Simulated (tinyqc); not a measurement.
Worked calculation: Pariser-Parr-Pople SCF with singles CI, for the molecule Nc1cc[nH]c1 (SMILES; centres numbered as the heavy atoms are written). One step of it, computed by the program tinyqc.

Problem. Iteration 2: orbitals and new P. Diagonalise F (the basis is taken as orthonormal) and form P = 2 sum c c over the lowest orbitals; 0.5 of the old P is kept.

F (eV), order 1N, 2C, 3C, 4C, 5N, 6C:
```
[[-4.584082, -3.232424, 0.454271, 0.042266, -0.200170, 0.663316],
 [-3.232424, -4.557839, -3.897748, 0.054966, 0.486128, -4.206795],
 [0.454271, -3.897748, -4.601731, -4.373720, 0.456895, 0.405239],
 [0.042266, 0.054966, -4.373720, -5.425596, -3.688166, 0.831531],
 [-0.200170, 0.486128, 0.456895, -3.688166, -5.862938, -3.481458],
 [0.663316, -4.206795, 0.405239, 0.831531, -3.481458, -4.983163]]
```

pi electrons, sum of z_r less the charge = 8

P after iteration 1, order 1N, 2C, 3C, 4C, 5N, 6C:
```
[[1.835584, 0.345694, -0.216905, -0.026798, 0.121979, -0.316720],
 [0.345694, 1.248717, 0.550332, -0.026663, -0.216574, 0.663135],
 [-0.216905, 0.550332, 1.082362, 0.723869, -0.203575, -0.196635],
 [-0.026798, -0.026663, 0.723869, 0.993240, 0.493984, -0.403402],
 [0.121979, -0.216574, -0.203575, 0.493984, 1.624515, 0.426663],
 [-0.316720, 0.663135, -0.196635, -0.403402, 0.426663, 1.215581]]
```

Give: orbital energies; P after iteration 2.

Solution.

orbital energies (eV): [-12.229, -8.978, -8.291, -4.775, 1.350, 2.908]

P after iteration 2, order 1N, 2C, 3C, 4C, 5N, 6C:
```
[[1.791, 0.405, -0.247, 0.003, 0.137, -0.336],
 [0.405, 1.195, 0.556, -0.078, -0.221, 0.640],
 [-0.247, 0.556, 1.138, 0.697, -0.271, -0.138],
 [0.003, -0.078, 0.697, 1.096, 0.555, -0.372],
 [0.137, -0.221, -0.271, 0.555, 1.513, 0.474],
 [-0.336, 0.640, -0.138, -0.372, 0.474, 1.267]]
```
